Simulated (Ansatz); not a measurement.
C3H3N, SMILES `C[C]C#N` (excited singlet) (charge 0, multiplicity 1). This singlet is an excited state, 0.56 eV above the relaxed triplet at the level B3LYP/cc-pVTZ // B3LYP-D3(BJ)/def2-TZVP (Ansatz, a program for electronic structure).

Cartesian coordinates (Å):
```xyz
7

C     -0.8340     0.2494    -0.0910
C      0.2634    -0.6577     0.2262
C      1.4805    -0.4496    -0.3873
N      2.5622    -0.3807    -0.8255
H     -1.2730    -0.2698    -0.9685
H     -0.5790     1.2597    -0.4263
H     -1.6202     0.2488     0.6633
```
Charge 0, multiplicity 1.

Frozen-core energies in 6-31g from Ansatz at a geometry from B3LYP-D3(BJ)/def2-TZVP; the HF reference has <S^2> = 0.00 (restricted, and unstable towards unrestricted orbitals) and the T1 diagnostic is 0.019.

| level | energy (Ha) |
|---|---|
| HF | -169.58701 |
| MP2 | -169.94422 |
| CCSD | -169.96980 |
| CCSD(T) | -169.98414 |

Task: Estimate the energies of CCSDT and CCSDT(Q), and give each level's difference from CCSDT(Q).

Result: 
```tsv
level	energy (Ha)	difference from CCSDT(Q) (mHa)
MP2	-169.94422	43.01
CCSD	-169.96980	17.42
CCSD(T)	-169.98414	3.09
CCSDT	-169.98511	2.12
CCSDT(Q)	-169.98723	0.00
```
